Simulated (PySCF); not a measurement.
fluorine (F₂), SMILES FF. The structure is a stationary point at r2SCAN-D4/def2-TZVPD.

Problem. Give the equilibrium geometry at r2SCAN-D4/def2-TZVPD (PySCF confirms it by a frequency run) as a Z-matrix, and its point group. (An estimate is asked for; the answer gives what the named calculation found.)

Solution. point group D∞h.
```
F
F 1 1.3983
```
Charge 0, spin multiplicity 1.
